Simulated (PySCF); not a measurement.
Calculation: B3LYP-D3(BJ)/def2-TZVP (PySCF 2.14.0). Gas-phase values, no solvent. B3LYP has the VWN-RPA correlation part, as in Gaussian. Delta-SCF ions had no search for a lower state. Excitations are Tamm–Dancoff values on a coarser integration grid. The basis has no diffuse functions, so Rydberg states are missing or too high.

Reference species (SMILES): `CC` (neutral, multiplicity 1).

```yaml
HOMO: -9.41 eV
T1 excitation (TDA): 8.99 eV
vertical ionisation energy (Delta-SCF): 12.26 eV
brightest of the four lowest singlets (TDA): 10.49 eV
```

Changed species: `[SiH3][GeH3]`.

Problem. Give the shifts of the HOMO, T1 excitation (TDA), vertical ionisation energy (Delta-SCF) and brightest of the four lowest singlets (TDA).

Solution. the HOMO rises by 1.32 eV, to -8.09 eV; the T1 excitation (TDA) falls by 2.43 eV, to 6.56 eV; the vertical ionisation energy (Delta-SCF) drops by 1.85 eV, to 10.41 eV; the brightest of the four lowest singlets (TDA) falls by 2.92 eV, to 7.57 eV.
